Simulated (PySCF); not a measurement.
**Level of theory and adiabatic energies of losing or gaining an electron: hydroxymethylide**

Structure: `[CH2-]O` ([CH3O]-).

All levels share the PBE0-D3(BJ)/ma-def2-SVP structures and the PBE0-D3(BJ)/ma-def2-SVP thermal terms; only the single-point energies (PySCF) change. Values are adiabatic energies of losing or gaining an electron (0 K, eV).

```
                  level  detachment energy to the radical  abs. error     time
     HF/jun-cc-pV(T+d)Z                             -1.64        1.43    1.6 s
    M06-2X/ma-def2-TZVP                             -0.27        0.06        –
CCSD(T)/jun-cc-pV(T+d)Z                             -0.25        0.05  9.9 min
    MP2/jun-cc-pV(T+d)Z                             -0.21        0.01     14 s
             ATcT 1.112                             -0.20
```

Times are wall times for all single points of a level on 1 thread of Arm Neoverse V1, a shared host; the dash marks the run that also made the structures.

Hartree-Fock leaves out electron correlation, so its ionisation energies and electron affinities from energy differences come out too low, often by 1 eV or more.

The spread: 1.42 eV, from -1.64 to -0.21.

Note: the parent anion holds its electron weakly or not at all, so the values hang on the basis.

Differences come from unrounded values, so a last digit can differ from that of the printed terms.
